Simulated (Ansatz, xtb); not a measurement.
## C3H6N2: which of two isomers lies lower

Structure I: `C1=NNCC1`, a singlet. Structure II: `[H]/N=C/CN=C`, a singlet. Both are isolated molecules in the gas phase, relaxed with PBE-D3(BJ)/def2-SVP; the shapes shown needn't be the lowest conformers.

I (Å):

| atom | x (Å) | y (Å) | z (Å) |
| --- | --- | --- | --- |
| C | -0.6444 | -1.1838 | 0.9743 |
| C | -2.1532 | 0.1410 | -0.2228 |
| C | -0.6433 | -0.1593 | -0.1440 |
| N | -1.7478 | -1.1897 | 1.6534 |
| N | -2.5914 | -0.2327 | 1.1368 |
| H | 0.2034 | -1.8128 | 1.2821 |
| H | -3.5743 | -0.4907 | 1.2587 |
| H | -2.6386 | -0.4984 | -1.0008 |
| H | -2.3889 | 1.1998 | -0.4466 |
| H | -0.2107 | -0.5221 | -1.0970 |
| H | -0.0602 | 0.7412 | 0.1609 |

II (Å):

```json
{"atom": "C", "x (Å)": "-0.7526", "y (Å)": "2.3977", "z (Å)": "1.9115"}
{"atom": "C", "x (Å)": "-0.5956", "y (Å)": "1.1434", "z (Å)": "-0.0551"}
{"atom": "C", "x (Å)": "-1.1316", "y (Å)": "-0.2539", "z (Å)": "-0.2698"}
{"atom": "N", "x (Å)": "-0.2745", "y (Å)": "1.3639", "z (Å)": "1.3411"}
{"atom": "N", "x (Å)": "-2.1009", "y (Å)": "-0.4715", "z (Å)": "-1.0737"}
{"atom": "H", "x (Å)": "-1.4044", "y (Å)": "3.1470", "z (Å)": "1.3957"}
{"atom": "H", "x (Å)": "-0.5197", "y (Å)": "2.5851", "z (Å)": "2.9790"}
{"atom": "H", "x (Å)": "0.3610", "y (Å)": "1.2096", "z (Å)": "-0.6273"}
{"atom": "H", "x (Å)": "-1.3086", "y (Å)": "1.8797", "z (Å)": "-0.5001"}
{"atom": "H", "x (Å)": "-0.6002", "y (Å)": "-1.0378", "z (Å)": "0.3233"}
{"atom": "H", "x (Å)": "-2.3062", "y (Å)": "-1.4857", "z (Å)": "-1.1083"}
```

Task: Estimate which is lower in electronic energy at CCSD(T)/def2-SVP + ΔMP2/def2-TZVPP, and by roughly how much.

Result: The CCSD(T)/def2-SVP + ΔMP2/def2-TZVPP calculation puts structure I lower, by 2.8 kcal/mol.

Level by level:

```csv
level,geometry,E(II) − E(I) (kcal/mol),departure from the last row (kcal/mol),"job, with rough time for the two"
GFN2-xTB,GFN2-xTB,+23.1,+20.3,"optimisation, 0.25 s"
HF/STO-3G,GFN2-xTB,+39.2,+36.3,"single point, 0.45 s"
r2SCAN-D4/def2-SVP,GFN2-xTB,+9.3,+6.4,"single point, 2.6 s"
PBE-D3(BJ)/def2-SVP,PBE-D3(BJ)/def2-SVP,+9.9,+7.0,"optimisation, 26 s"
HF/def2-SVP,PBE-D3(BJ)/def2-SVP,−0.7,−3.5,part of the CCSD(T) run
MP2/def2-SVP,PBE-D3(BJ)/def2-SVP,+4.8,+2.0,part of the CCSD(T) run
CCSD(T)/def2-SVP,PBE-D3(BJ)/def2-SVP,+2.5,−0.3,single point
CCSD(T)/def2-SVP + ΔMP2/def2-TZVPP,PBE-D3(BJ)/def2-SVP,+2.8,,"single point, 30 s"
```

As drawn, II has 1 C=N in place of 1 N–N, 1 C–C. Structure I has a 5-membered ring, II no ring.

HF/def2-SVP puts the two in the other order. The largest departure from CCSD(T)/def2-SVP + ΔMP2/def2-TZVPP is that of HF/STO-3G, 36.3 kcal/mol. The last row adds to CCSD(T) the change of the MP2 difference between the two basis sets, here +0.3 kcal/mol.

With harmonic frequencies from PBE-D3(BJ)/def2-SVP (ideal gas, rigid rotor, one conformer each, 298.15 K, 1 atm): the zero-point term adds −2.2 kcal/mol; ΔH is +1.5 and ΔG −0.6 kcal/mol. The free energy reverses the electronic order.

The correlated steps freeze 5 core orbitals. Run with Ansatz 0.2.0, xtb 6.7.1; the last row on 2 threads of Intel(R) Xeon(R) Processor @ 2.70GHz on a shared host.
